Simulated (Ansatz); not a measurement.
## Pd (model structure, started from the simple cubic type, Pm-3m, No. 221, 1 atom in the cell)

These are PBEsol (PAW; Ansatz, an electronic-structure program) values and carry that method's errors.

Settings: plane-wave cutoff 500 eV, 28×28×28 k mesh, Fermi–Dirac smearing 0.1 eV, scalar-relativistic PAW data made under PBE.

Cell (relaxed at this level):

```
Pd
1.0
    2.56641     0.00000     0.00000
    0.00000     2.56641     0.00000
    0.00000     0.00000     2.56641
Pd
1
Direct
  0.00000   0.00000   0.00000
```

```
Property          Value
--------  -------------
band gap  zero (no gap)
```

Note: the relaxation could raise the start's symmetry but not lower it, so the cell can be a saddle point.

Spin–orbit coupling is not included.

Static lattice: no zero-point or thermal effects.

It cost around 80 core-seconds (rough) of CPU time.

A model structure was made by putting elements into a prototype or built by hand; it is no filed structure, need not be a known phase, and can be a saddle point held by its symmetry.
